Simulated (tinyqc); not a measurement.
Inside a calculation. Method: UKS/LDA (PW92) in the sto-3g basis, for CH, spin multiplicity 4. One step of it, computed by the program tinyqc.

Problem. Iteration 1: building the Kohn-Sham matrix. J_ij = sum D_kl (ij|kl) with D = D(alpha) + D(beta); F = H + J + V_xc; E = tr D H + tr D J / 2 + E_xc + E_nn.

D(alpha) at the start:
```
,1C 1s,1C 2s,1C 2px,1C 2py,1C 2pz,2H 1s
1C 1s,1.532025,-0.373183,0.000000,0.000000,0.006780,-0.015672
1C 2s,-0.373183,1.509000,0.000000,0.000000,-0.024641,0.064126
1C 2px,0.000000,0.000000,0.470404,0.000000,0.000000,0.000000
1C 2py,0.000000,0.000000,0.000000,0.470404,0.000000,0.000000
1C 2pz,0.006780,-0.024641,0.000000,0.000000,0.442897,0.041713
2H 1s,-0.015672,0.064126,0.000000,0.000000,0.041713,0.684706
```

D(beta) at the start:
```
,1C 1s,1C 2s,1C 2px,1C 2py,1C 2pz,2H 1s
1C 1s,0.612810,-0.149273,0.000000,0.000000,0.002712,-0.006269
1C 2s,-0.149273,0.603600,0.000000,0.000000,-0.009856,0.025650
1C 2px,0.000000,0.000000,0.188161,0.000000,0.000000,0.000000
1C 2py,0.000000,0.000000,0.000000,0.188161,0.000000,0.000000
1C 2pz,0.002712,-0.009856,0.000000,0.000000,0.177159,0.016685
2H 1s,-0.006269,0.025650,0.000000,0.000000,0.016685,0.273882
```

core Hamiltonian H = T + V (hartree):
```
,1C 1s,1C 2s,1C 2px,1C 2py,1C 2pz,2H 1s
1C 1s,-18.156528,-4.376199,0.000000,0.000000,-0.011206,-0.623829
1C 2s,-4.376199,-5.109027,0.000000,0.000000,-0.124508,-1.551787
1C 2px,0.000000,0.000000,-4.034429,0.000000,0.000000,0.000000
1C 2py,0.000000,0.000000,0.000000,-4.034429,0.000000,0.000000
1C 2pz,-0.011206,-0.124508,0.000000,0.000000,-4.116181,-1.406231
2H 1s,-0.623829,-1.551787,0.000000,0.000000,-1.406231,-2.817262
```

Two-electron integrals (ij|kl) in chemists' order, unique and non-zero (hartree):
```
i,j,k,l,(ij|kl)
1,1,1,1,3.541948
2,1,1,1,0.576921
2,1,2,1,0.111888
2,2,1,1,0.854682
2,2,2,1,0.205284
2,2,2,2,0.624709
3,1,3,1,0.020296
3,2,3,1,0.030858
3,2,3,2,0.137996
3,3,1,1,0.852436
3,3,2,1,0.205335
3,3,2,2,0.624568
3,3,3,3,0.672833
4,1,4,1,0.020296
4,2,4,1,0.030858
4,2,4,2,0.137996
4,3,4,3,0.036269
4,4,1,1,0.852436
4,4,2,1,0.205335
4,4,2,2,0.624568
4,4,3,3,0.600295
4,4,4,4,0.672833
5,1,5,1,0.020296
5,2,5,1,0.030858
5,2,5,2,0.137996
5,3,5,3,0.036269
5,4,5,4,0.036269
5,5,1,1,0.852436
5,5,2,1,0.205335
5,5,2,2,0.624568
5,5,3,3,0.600295
5,5,4,4,0.600295
5,5,5,5,0.672833
6,1,1,1,0.081569
6,1,2,1,0.015737
6,1,2,2,0.028869
6,1,3,3,0.028775
6,1,4,4,0.028775
6,1,5,1,0.000925
6,1,5,2,0.001745
6,1,5,5,0.029066
6,1,6,1,0.002260
6,2,1,1,0.221659
6,2,2,1,0.054080
6,2,2,2,0.184514
6,2,3,3,0.179873
6,2,4,4,0.179873
6,2,5,1,0.005108
6,2,5,2,0.037295
6,2,5,5,0.193610
6,2,6,1,0.007941
6,2,6,2,0.075577
6,3,3,1,0.005150
6,3,3,2,0.028199
6,3,5,3,0.007020
6,3,6,3,0.008571
6,4,4,1,0.005150
6,4,4,2,0.028199
6,4,5,4,0.007020
6,4,6,4,0.008571
6,5,1,1,0.199706
6,5,2,1,0.049308
6,5,2,2,0.178386
6,5,3,3,0.169578
6,5,4,4,0.169578
6,5,5,1,0.009134
6,5,5,2,0.061095
6,5,5,5,0.195798
6,5,6,1,0.007529
6,5,6,2,0.086589
6,5,6,5,0.105971
6,6,1,1,0.391554
6,6,2,1,0.097095
6,6,2,2,0.378561
6,6,3,3,0.359484
6,6,4,4,0.359484
6,6,5,1,0.010502
6,6,5,2,0.105762
6,6,5,5,0.416184
6,6,6,1,0.014392
6,6,6,2,0.205485
6,6,6,5,0.258780
6,6,6,6,0.774606
```

nuclear repulsion = 2.36945020 hartree

V_xc(alpha) (hartree):
```
,1C 1s,1C 2s,1C 2px,1C 2py,1C 2pz,2H 1s
1C 1s,-2.413892,-0.350413,0.000000,0.000000,-0.000142,-0.049943
1C 2s,-0.350413,-0.591105,0.000000,0.000000,-0.012917,-0.183326
1C 2px,0.000000,0.000000,-0.581998,0.000000,0.000000,0.000000
1C 2py,0.000000,0.000000,0.000000,-0.581998,0.000000,0.000000
1C 2pz,-0.000142,-0.012917,0.000000,0.000000,-0.597052,-0.186940
2H 1s,-0.049943,-0.183326,0.000000,0.000000,-0.186940,-0.477310
```

V_xc(beta) (hartree):
```
,1C 1s,1C 2s,1C 2px,1C 2py,1C 2pz,2H 1s
1C 1s,-1.850387,-0.273193,0.000000,0.000000,-0.000113,-0.038918
1C 2s,-0.273193,-0.480490,0.000000,0.000000,-0.010151,-0.150262
1C 2px,0.000000,0.000000,-0.473502,0.000000,0.000000,0.000000
1C 2py,0.000000,0.000000,0.000000,-0.473502,0.000000,0.000000
1C 2pz,-0.000113,-0.010151,0.000000,0.000000,-0.485294,-0.153537
2H 1s,-0.038918,-0.150262,0.000000,0.000000,-0.153537,-0.392652
```

E_xc = sum of w rho eps_xc = -5.48696984 hartree

Give: Coulomb J; F(alpha); F(beta); total energy of this density.

Solution.

Coulomb J (hartree):
```
,1C 1s,1C 2s,1C 2px,1C 2py,1C 2pz,2H 1s
1C 1s,10.8859,2.0598,0.0000,0.0000,0.0103,0.2913
1C 2s,2.0598,4.5639,0.0000,0.0000,0.1062,1.3835
1C 2px,0.0000,0.0000,4.5393,0.0000,0.0000,0.0000
1C 2py,0.0000,0.0000,0.0000,4.5393,0.0000,0.0000
1C 2pz,0.0103,0.1062,0.0000,0.0000,4.5964,1.3700
2H 1s,0.2913,1.3835,0.0000,0.0000,1.3700,3.0716
```

F(alpha) (hartree):
```
,1C 1s,1C 2s,1C 2px,1C 2py,1C 2pz,2H 1s
1C 1s,-9.6845,-2.6668,0.0000,0.0000,-0.0011,-0.3825
1C 2s,-2.6668,-1.1362,0.0000,0.0000,-0.0312,-0.3516
1C 2px,0.0000,0.0000,-0.0771,0.0000,0.0000,0.0000
1C 2py,0.0000,0.0000,0.0000,-0.0771,0.0000,0.0000
1C 2pz,-0.0011,-0.0312,0.0000,0.0000,-0.1168,-0.2231
2H 1s,-0.3825,-0.3516,0.0000,0.0000,-0.2231,-0.2230
```

F(beta) (hartree):
```
,1C 1s,1C 2s,1C 2px,1C 2py,1C 2pz,2H 1s
1C 1s,-9.1210,-2.5896,0.0000,0.0000,-0.0011,-0.3714
1C 2s,-2.5896,-1.0256,0.0000,0.0000,-0.0285,-0.3185
1C 2px,0.0000,0.0000,0.0314,0.0000,0.0000,0.0000
1C 2py,0.0000,0.0000,0.0000,0.0314,0.0000,0.0000
1C 2pz,-0.0011,-0.0285,0.0000,0.0000,-0.0051,-0.1897
2H 1s,-0.3714,-0.3185,0.0000,0.0000,-0.1897,-0.1383
```

total energy of this density = -37.754905 hartree

This density is the starting one; it is not idempotent, so its energy is not variational and may lie below the converged one.
